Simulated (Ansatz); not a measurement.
# [H···H···Cl], doublet along the distance H1-H2

Starting geometry:

```yaml
atoms:
  - { symbol: H, position_ang: [0.0000, 0.0000, -1.0520] }
  - { symbol: H, position_ang: [0.0000, 0.0000, -0.3070] }
  - { symbol: Cl, position_ang: [0.0000, 0.0000, 1.3590] }
```

From there H2 is moved from one fragment to the other while all else, the fragments' distance too, stays fixed; atoms are numbered as listed. Energies are in eV, counted from the starting geometry at the same level.

Basis cc-pVTZ; Ansatz 0.2.0. Correlated methods freeze the noble-gas cores. Prefix R: restricted or restricted open-shell reference; prefix U: unrestricted. Active spaces: valence = (9e, 6o) chosen from the atoms' valence shells.

For open shells CISD is restricted-active-space CI with the open shells as a complete middle space. Runs in a small pair space aren't shown, since their orbitals change along the scan.

Full CI isn't at hand for all of this; UCCSDT(Q) serves as the reference, and is uncertain by about the last step of the cluster series. The frozen core follows each run's orbitals, which can shift R against U totals by a few meV.

```json
{"distance H1-H2 (Å)": "0.693", "UCCSDT(Q)": "0.067", "error RHF": "-0.088", "error CISD": "-0.024", "error BCCD(T)": "-0.001", "error RCCSDT": "-0.001", "error CASSCF (valence space)": "-0.018", "error MRCISD+Q (valence space)": "-0.002"}
{"distance H1-H2 (Å)": "0.745", "UCCSDT(Q)": "0.000", "error RHF": "0.000", "error CISD": "0.000", "error BCCD(T)": "0.000", "error RCCSDT": "0.000", "error CASSCF (valence space)": "0.000", "error MRCISD+Q (valence space)": "0.000"}
{"distance H1-H2 (Å)": "0.790", "UCCSDT(Q)": "-0.003", "error RHF": "0.086", "error CISD": "0.022", "error BCCD(T)": "0.001", "error RCCSDT": "0.001", "error CASSCF (valence space)": "0.015", "error MRCISD+Q (valence space)": "0.002"}
{"distance H1-H2 (Å)": "0.835", "UCCSDT(Q)": "0.020", "error RHF": "0.175", "error CISD": "0.040", "error BCCD(T)": "0.001", "error RCCSDT": "0.001", "error CASSCF (valence space)": "0.028", "error MRCISD+Q (valence space)": "0.003"}
{"distance H1-H2 (Å)": "0.880", "UCCSDT(Q)": "0.049", "error RHF": "0.244", "error CISD": "0.049", "error BCCD(T)": "0.002", "error RCCSDT": "0.002", "error CASSCF (valence space)": "0.035", "error MRCISD+Q (valence space)": "0.004"}
{"distance H1-H2 (Å)": "0.926", "UCCSDT(Q)": "0.073", "error RHF": "0.249", "error CISD": "0.053", "error BCCD(T)": "0.002", "error RCCSDT": "0.003", "error CASSCF (valence space)": "0.036", "error MRCISD+Q (valence space)": "0.006"}
{"distance H1-H2 (Å)": "0.971", "UCCSDT(Q)": "0.085", "error RHF": "0.183", "error CISD": "0.054", "error BCCD(T)": "0.001", "error RCCSDT": "0.003", "error CASSCF (valence space)": "0.030", "error MRCISD+Q (valence space)": "0.007"}
{"distance H1-H2 (Å)": "1.016", "UCCSDT(Q)": "0.087", "error RHF": "0.092", "error CISD": "0.041", "error BCCD(T)": "0.001", "error RCCSDT": "0.003", "error CASSCF (valence space)": "0.018", "error MRCISD+Q (valence space)": "0.008"}
{"distance H1-H2 (Å)": "1.061", "UCCSDT(Q)": "0.088", "error RHF": "0.001", "error CISD": "0.021", "error BCCD(T)": "0.000", "error RCCSDT": "0.003", "error CASSCF (valence space)": "0.001", "error MRCISD+Q (valence space)": "0.008"}
```

Errors are those of relative energies. In total energy the starting point itself misses UCCSDT(Q) by: RHF 6.753, CISD 0.594, BCCD(T) 0.026, RCCSDT 0.007, CASSCF (valence space) 6.145, MRCISD+Q (valence space) 0.077 eV.

Spread of the error over the points with a reference, to 1.061 Å (largest less smallest): BCCD(T) 0.002, RCCSDT 0.004, MRCISD+Q (valence space) 0.010, CASSCF (valence space) 0.054, CISD 0.078, RHF 0.337 eV.
